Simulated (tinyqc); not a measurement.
Worked calculation: Pariser-Parr-Pople SCF with singles CI, for the molecule C=C1C(F)=C1Cl (SMILES; centres numbered as the heavy atoms are written). One step of it, computed by the program tinyqc.

Task: Iteration 1: orbitals and new P. Diagonalise F (the basis is taken as orthonormal) and form P = 2 sum c c over the lowest orbitals.

F (eV):
```
            1C         2C         3C          4F         5C         6Cl
1C   -4.186849  -3.898413   0.474757   -0.208540   0.618462   -0.223345
2C   -3.898413  -4.782485  -3.300573    0.463955  -3.470696    0.421938
3C    0.474757  -3.300573  -6.591684   -3.755652  -3.590126    0.490859
4F   -0.208540   0.463955  -3.755652  -20.378618   0.703111   -0.260737
5C    0.618462  -3.470696  -3.590126    0.703111  -6.150030   -2.648695
6Cl  -0.223345   0.421938   0.490859   -0.260737  -2.648695  -13.753831
```

pi electrons, sum of z_r less the charge = 8

Give: orbital energies; P after iteration 1.

Result:

orbital energies (eV): -21.3569  -14.8049  -12.2642  -6.6383  -1.8284  1.0490

P after iteration 1:
```
          1C       2C       3C       4F       5C      6Cl
1C    1.3019   0.8400  -0.3164   0.0715  -0.3042   0.0742
2C    0.8400   0.9893   0.3763  -0.0850   0.3706  -0.0904
3C   -0.3164   0.3763   0.9354   0.2586   0.8004  -0.2160
4F    0.0715  -0.0850   0.2586   1.9371  -0.1992   0.0537
5C   -0.3042   0.3706   0.8004  -0.1992   0.9118   0.2865
6Cl   0.0742  -0.0904  -0.2160   0.0537   0.2865   1.9245
```
